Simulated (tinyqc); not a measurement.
Inside a calculation. Method: G0W0 on RHF in the sto-3g basis, for H2O, spin multiplicity 1. One step of it, computed by the program tinyqc.

Question. G0W0 on Hartree-Fock: HOMO. W(p,q,m) = sqrt2 sum_ia (pq|ia) (X+Y)_ia,m; Sigma_c(x) = sum_(i,m) W^2/(x - e_i + w_m) + sum_(a,m) W^2/(x - e_a - w_m); solve x = e_p + Sigma_c(x) by Newton steps; Z = 1/(1 - dSigma/dx); 1 hartree = 27.211386 eV.

orbital energies (hartree): MO1 -20.237314, MO2 -1.302024, MO3 -0.648067, MO4 -0.462340, MO5 -0.396993, MO6 0.666820, MO7 0.811467

Two-electron integrals over orbitals (pq|rs), unique and non-zero (hartree):
```
p,q,r,s,(pq|rs)
1,1,1,1,4.743458
2,1,1,1,-0.412704
2,1,2,1,0.057317
2,2,1,1,1.002564
2,2,2,1,-0.011998
2,2,2,2,0.735634
3,1,3,1,0.011338
3,2,3,1,0.018381
3,2,3,2,0.149276
3,3,1,1,0.819031
3,3,2,1,-0.004339
3,3,2,2,0.659218
3,3,3,3,0.650832
4,1,1,1,0.189584
4,1,2,1,-0.022509
4,1,2,2,0.017727
4,1,3,3,0.006865
4,1,4,1,0.029018
4,2,1,1,-0.117293
4,2,2,1,0.009674
4,2,2,2,0.016292
4,2,3,3,0.007946
4,2,4,1,0.018965
4,2,4,2,0.119635
4,3,3,1,-0.003935
4,3,3,2,0.015220
4,3,4,3,0.044966
4,4,1,1,1.021459
4,4,2,1,-0.014607
4,4,2,2,0.679068
4,4,3,3,0.612567
4,4,4,1,-0.012354
4,4,4,2,-0.104884
4,4,4,4,0.812284
5,1,5,1,0.026082
5,2,5,1,0.032212
5,2,5,2,0.142579
5,3,5,3,0.030034
5,4,5,1,-0.013997
5,4,5,2,-0.047663
5,4,5,4,0.058691
5,5,1,1,1.115327
5,5,2,1,-0.011544
5,5,2,2,0.746768
5,5,3,3,0.641369
5,5,4,1,0.005272
5,5,4,2,-0.062703
5,5,4,4,0.741275
5,5,5,5,0.880159
6,1,1,1,-0.252749
6,1,2,1,0.037992
6,1,2,2,-0.000087
6,1,3,3,0.000009
6,1,4,1,-0.001842
6,1,4,2,0.020060
6,1,4,4,-0.020553
6,1,5,5,-0.006480
6,1,6,1,0.033704
6,2,1,1,0.322918
6,2,2,1,-0.006797
6,2,2,2,0.146533
6,2,3,3,0.080620
6,2,4,1,0.018764
6,2,4,2,0.017852
6,2,4,4,0.097516
6,2,5,5,0.163907
6,2,6,1,0.005677
6,2,6,2,0.104675
6,3,3,1,0.003435
6,3,3,2,-0.039569
6,3,4,3,-0.024546
6,3,6,3,0.067966
6,4,1,1,0.199924
6,4,2,1,-0.001711
6,4,2,2,0.084848
6,4,3,3,0.041370
6,4,4,1,0.002790
6,4,4,2,-0.024593
6,4,4,4,0.114180
6,4,5,5,0.103505
6,4,6,1,0.000327
6,4,6,2,0.059389
6,4,6,4,0.059059
6,5,5,1,0.016715
6,5,5,2,0.061642
6,5,5,4,-0.004682
6,5,6,5,0.040334
6,6,1,1,0.813192
6,6,2,1,-0.006756
6,6,2,2,0.624058
6,6,3,3,0.580124
6,6,4,1,0.022396
6,6,4,2,0.061753
6,6,4,4,0.550910
6,6,5,5,0.594004
6,6,6,1,0.008078
6,6,6,2,0.098475
6,6,6,4,0.041907
6,6,6,6,0.601915
7,1,3,1,0.015834
7,1,3,2,0.023718
7,1,4,3,-0.005704
7,1,6,3,0.004284
7,1,7,1,0.022188
7,2,3,1,0.013469
7,2,3,2,0.034016
7,2,4,3,-0.035077
7,2,6,3,0.037000
7,2,7,1,0.017766
7,2,7,2,0.059366
7,3,1,1,0.359151
7,3,2,1,-0.007848
7,3,2,2,0.127748
7,3,3,3,0.091504
7,3,4,1,-0.001186
7,3,4,2,-0.075112
7,3,4,4,0.165398
7,3,5,5,0.184354
7,3,6,1,-0.007601
7,3,6,2,0.078847
7,3,6,4,0.069832
7,3,6,6,0.035532
7,3,7,3,0.150147
7,4,3,1,-0.010266
7,4,3,2,-0.078170
7,4,4,3,0.008446
7,4,6,3,0.039949
7,4,7,1,-0.013999
7,4,7,2,-0.016033
7,4,7,4,0.068514
7,5,5,3,0.023498
7,5,7,5,0.023879
7,6,3,1,0.009870
7,6,3,2,0.102114
7,6,4,3,0.041054
7,6,6,3,-0.062312
7,6,7,1,0.012938
7,6,7,2,-0.012767
7,6,7,4,-0.056725
7,6,7,6,0.115247
7,7,1,1,0.879978
7,7,2,1,-0.009611
7,7,2,2,0.631318
7,7,3,3,0.622839
7,7,4,1,0.004350
7,7,4,2,-0.010618
7,7,4,4,0.618579
7,7,5,5,0.630624
7,7,6,1,-0.005696
7,7,6,2,0.071675
7,7,6,4,0.037300
7,7,6,6,0.572479
7,7,7,3,0.091064
7,7,7,7,0.628391
```

excitation energies w (hartree): 1.141635  1.200882  1.255311  1.340501  1.495811  1.701125  2.216577  2.234208  20.971436  21.093126

X + Y:
```
,1,2,3,4,5,6,7,8,9,10
1>6,0.000000,-0.000275,0.000000,0.000000,0.000000,0.001615,-0.000637,0.000000,0.998394,0.000000
1>7,0.000000,0.000000,0.000000,0.002210,0.001126,0.000000,0.000000,-0.003405,0.000000,0.998947
2>6,0.000000,-0.094243,0.000000,0.000000,0.000000,-0.333237,0.893421,0.000000,0.000102,0.000000
2>7,0.000000,0.000000,0.000000,0.093048,-0.055162,0.000000,0.000000,0.968884,0.000000,0.000341
3>6,0.000000,0.000000,0.000000,-0.614932,0.730879,0.000000,0.000000,0.063292,0.000000,0.000051
3>7,0.000000,-0.219193,0.000000,0.000000,0.000000,0.867008,0.235658,0.000000,-0.000101,0.000000
4>6,0.000000,0.947635,0.000000,0.000000,0.000000,0.136143,0.093128,0.000000,0.000003,0.000000
4>7,0.000000,0.000000,0.000000,0.760725,0.576414,0.000000,0.000000,-0.021862,0.000000,-0.000161
5>6,0.965315,0.000000,0.000000,0.000000,0.000000,0.000000,0.000000,0.000000,0.000000,0.000000
5>7,0.000000,0.000000,0.981162,0.000000,0.000000,0.000000,0.000000,0.000000,0.000000,0.000000
```

Give: The 12 largest terms at x = e_p; Newton steps; quasiparticle energy of the HOMO; Hartree-Fock value.

Answer.

The 12 largest terms at x = e_p (hartree; W for the signs of X + Y given):
```
q,m,W,term
5,7,0.2822,0.0359
5,6,0.1687,0.0167
2,1,0.0842,0.0035
5,2,0.0597,0.0030
6,1,0.0551,-0.0014
3,3,0.0326,0.0007
7,3,0.0331,-4.46e-04
4,1,-0.0064,3.39e-05
1,1,0.0228,2.48e-05
5,9,-0.0092,3.99e-06
```

Newton steps (hartree):
```
step,x,Sigma_c(x),Z
0,-0.3970,0.0580,0.9695
1,-0.3407,0.0563,0.9711
2,-0.3407,0.0563,0.9711
```

quasiparticle energy of the HOMO = -9.2706 eV

Hartree-Fock value = -10.8027 eV
